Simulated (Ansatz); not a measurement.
Basis-set series for C2H2FN, SMILES `FC1=CN1`. Total charge 0; spin multiplicity 1. All single points use the PBE0-D4/def2-TZVP geometry.

```csv
functional,basis,functions,energy (Eh),HOMO (eV),LUMO (eV)
PBE0-D4,def2-TZVPP,152,-231.70684,-6.45,0.14
PBE0-D4,def2-QZVPP,288,-231.71941,-6.49,0.03
ωB97M-V,def2-TZVPP,152,-231.88433,-8.76,2.27
ωB97M-V,def2-QZVPP,288,-231.89602,-8.81,1.86
```

**Question.** Give the rows for def2-SVP. (Estimate.)

**Answer.** The calculation gave: 
| functional | basis | functions | energy (Eh) | HOMO (eV) | LUMO (eV) |
| --- | --- | --- | --- | --- | --- |
| PBE0-D4 | def2-SVP | 66 | -231.43368 | -6.27 | 0.36 |
| ωB97M-V | def2-SVP | 66 | -231.60329 | -8.57 | 2.66 |

Positive LUMOs are unbound and depend on the basis.

Program: Ansatz 0.2.0.
